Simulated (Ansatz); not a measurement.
## What a trial cell of Sn2I relaxes into

The calculation used DFT PBE, scalar-relativistic, plane waves, PAW in Ansatz. Cutoff 420 eV, Γ-centred k mesh, Gaussian smearing, no spin polarisation in the final step.

The start puts Sn2I on the anti-rutile structure type (P4_2/mnm, No. 136), with I in place of Ti, Sn in place of O, at a guessed volume.

```
Sn I
1.0
     6.76847    0.00000    0.00000
     0.00000    6.76847    0.00000
     0.00000    0.00000    4.35958
Sn I
4 2
Cartesian
  2.0712 2.0712 0.0000
  1.3131 5.4554 2.1798
  4.6973 4.6973 0.0000
  5.4554 1.3131 2.1798
  0.0000 0.0000 0.0000
  3.3842 3.3842 2.1798
```

Cell and atoms relax at zero pressure; the relaxation can't lower the symmetry of the start. After a coarse first stage the cell is made exact in the group found at 0.06 Å.

The zero of energy is the elements' standard structures at the same level; no fitted shifts are applied.

**Question.** Describe the relaxed structure.

**Answer.** It keeps P4_2/mnm (No. 136), but not the shape of the type it started on. Conventional cell: a = 8.419 Å, c = 3.454 Å. Sn has 1 I at 3.04 Å, 2 I at 3.39 Å and 2 Sn at 3.45 Å; I is coordinated by 2 Sn at 3.04 Å, 4 Sn at 3.39 Å and 2 I at 3.45 Å.

Space group P4_2/mnm (No. 136). a = 8.419 Å, b = 8.419 Å, c = 3.454 Å, α = 90.00°, β = 90.00°, γ = 90.00°
| atom | site | symmetry | x | y | z |
| --- | --- | --- | --- | --- | --- |
| Sn | 4f | m.2m | 0.2554 | 0.2554 | 0.0000 |
| I | 2a | m.mm | 0.0000 | 0.0000 | 0.0000 |

**Question.** What are its volume, energy, density and gap?

**Answer.** The volume per atom is 40.81 Å³. The density is 4.94 g/cm³, the energy over the elements is 0.46 eV/atom and the gap on the 6×6×10 mesh is 0 eV (a metal).

The final run used a 6×6×10 mesh on its 6-atom cell and 0.10 eV smearing. The k mesh leaves about 4 meV/atom of noise in metals. Spin–orbit coupling is left out. A structure relaxed within its symmetry needn't be a true minimum. The steps took roughly 10 core-minutes in all.